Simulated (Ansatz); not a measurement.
A rate constant, worked out

An elementary step of CH3NSi, singlet (CH₃NSi ([N][C][SiH3]) → CH₃NSi ([C][N][SiH3]); Si–C broken or loosened, Si–N formed or tightened). The start structure is the reactant molecule, and the electronic barrier above it is 1.192 eV by CCSD(T) at an estimated basis limit (MP2 extrapolated from triple and quadruple zeta, plus CCSD(T) − MP2 in triple zeta). Computed with Ansatz 0.2.0 (basis: def2-TZVPP and def2-QZVPP); correlated methods freeze the cores. Extrapolation: Hartree–Fock as exp(−7.88 √X), correlation as X^−2.97. Harmonic wavenumbers at PBE0-D4/def2-TZVP (Ansatz 0.2.0), in cm⁻¹:

Start: 260, 260, 604, 677, 677, 913, 938, 938, 2263, 2277, 2277, 2337.

Saddle: 285i, 153, 549, 650, 689, 922, 936, 959, 2106, 2264, 2273, 2284.

Q: Work out the transition-state-theory rate constant at 300 K from these numbers alone (harmonic vibrations; rotation, path degeneracy and anharmonicity left out), and the Wigner tunnelling factor. Use 1 cm⁻¹ = 1.2398 × 10⁻⁴ eV and k_B = 8.617 × 10⁻⁵ eV/K.

A: Zero-point energies, half the sums: start 14421/2 cm⁻¹ = 0.8940 eV; saddle, real modes only, 13785/2 cm⁻¹ = 0.8546 eV.
Barrier with zero-point energy: 1.192 + 0.8546 − 0.8940 = 1.1526 eV.
k_BT = 0.02585 eV, so the barrier is 44.58 k_BT.
Vibrational partition functions from the zero-point level, ln q = −Σ ln(1 − exp(−hν/k_BT)): start 0.849, saddle 0.845.
k = (k_BT/h) exp(ln q‡ − ln q) exp(−E0/k_BT), with log₁₀(k_BT/h in s⁻¹) = 12.80: log₁₀ k = 12.80 + (-0.004 − 44.58)/2.3026 = -6.56, so k ≈ 3 × 10^(-7) s⁻¹.
Wigner factor: 1 + (hν‡/k_BT)²/24 = 1 + (1.37)²/24 = 1.08. A change of 1 kcal/mol (0.043 eV) in the barrier would change k by a factor of 5.4 at this temperature.

No T1 diagnostic of these runs exceeds 0.016.

Labels in which every atom is bracketed show which atoms are joined, not bond orders.

For scale, one of the runs: CCSD(T)/def2-TZVPP, 146 basis functions, launched by `ansatz run in.yaml --threads 2 --pin off --events-out ev --progress --plain --max-ram 4352MiB`. The run took 14 s on 2 CPU threads of an Arm Neoverse V1 (shared host), with 0.85 GiB of host memory at its peak.
